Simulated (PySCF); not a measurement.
dimethyl sulfide (C2H6S), SMILES CSC. Geometry optimised at TPSSh-D3(BJ)/def2-TZVP.

### Question
Give the equilibrium geometry at TPSSh-D3(BJ)/def2-TZVP (PySCF confirms it by a frequency run) as Cartesian coordinates in Å, and its point group. (An estimate is asked for; the answer gives what the named calculation found.)

### Answer
point group C2v.
```xyz
9

C      1.3786     0.0000     0.5123
S      0.0000     0.0000    -0.6595
C     -1.3786     0.0000     0.5123
H      1.3584    -0.8935     1.1392
H      2.2962     0.0000    -0.0763
H      1.3584     0.8935     1.1392
H     -1.3584    -0.8935     1.1392
H     -2.2962     0.0000    -0.0763
H     -1.3584     0.8935     1.1392
```
Charge 0, spin multiplicity 1.
